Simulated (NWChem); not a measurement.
Basis-set dependence for CH

```xyz
2

C      0.0000     0.0000     0.1620
H      0.0000     0.0000    -0.9722
```
Charge 0, spin multiplicity 2.

Program: NWChem. Structure: optimised with UPBE0/def2-SVP, a minimum by its harmonic frequencies.

Hartree-Fock energies in Ha, correlation energies in mHa.

The correlated methods keep 1 core orbital frozen. This spin state was chosen for the runs; another may lie lower. The structure started from a generated list of species. The unpaired electrons of the parent sit in orbitals of symmetry b1 (C2v labels of the run); other states weren't searched. No SCF solution was tested for a lower state. Open-shell Hartree-Fock references start from PBE0 orbitals. Coupled-cluster values serve here as a point of comparison, not as the truth.

```
basis    functions        UHF    UMP2  SCS-UMP2  CCSD on ROHF  CCSD[T] on ROHF  CCSD(T) on ROHF  CCSD on UHF  CCSD[T] on UHF  CCSD(T) on UHF  CCSDT on ROHF  URI-MP2
-------  ---------  ---------  ------  --------  ------------  ---------------  ---------------  -----------  --------------  --------------  -------------  -------
3-21G           11  -38.05179   -45.1     -49.6         -64.9            -65.7            -65.7        -63.9           -64.6           -64.6          -65.9  not run
cc-pVDZ         19  -38.27247   -79.7     -85.7        -109.4           -111.4           -111.4       -105.7          -107.5          -107.5         -111.8    -79.7
cc-pVTZ         44  -38.28102  -101.3    -108.8        -130.3           -133.8           -133.8       -126.0          -129.3          -129.3         -134.3   -101.3
cc-pVQZ         85  -38.28339  -108.7    -117.0        -136.0           -140.0           -140.0      not run         not run         not run        not run   -108.7
```

From cc-pVTZ to cc-pVQZ the Hartree-Fock energy moves by -2.4 mHa and the UMP2 correlation energy by -7.4 mHa, which is 7 % of its value in the larger set.
